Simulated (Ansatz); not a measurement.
## Ansatz (development build ahead of 0.2.0) run

```yaml
crystal:
  periodic: [false, false, false]
  atoms:
    - { symbol: O, position_ang: [-0.16658, -0.07532, -0.11555] }
    - { symbol: H, position_ang: [0.12412, 0.03245, 0.73496] }
basis:
  gaussian: { orbitals: "6-31G" }
total_charge: -1
hamiltonian:
  xc: hf
correlation:
  method: mp2
  frozen_orbitals: { H: 0, O: 1 }
```

The input is written out in the form of the current development build from the run's settings.

The run gave:

```
Converged                       : yes
Reference energy                : -75.30639 hartree
Correlation energy              : -0.12233 hartree
Total energy                    : -75.42872 hartree
Spin squared of the determinant : 0.000
```

Caution: no diffuse functions for an anion.
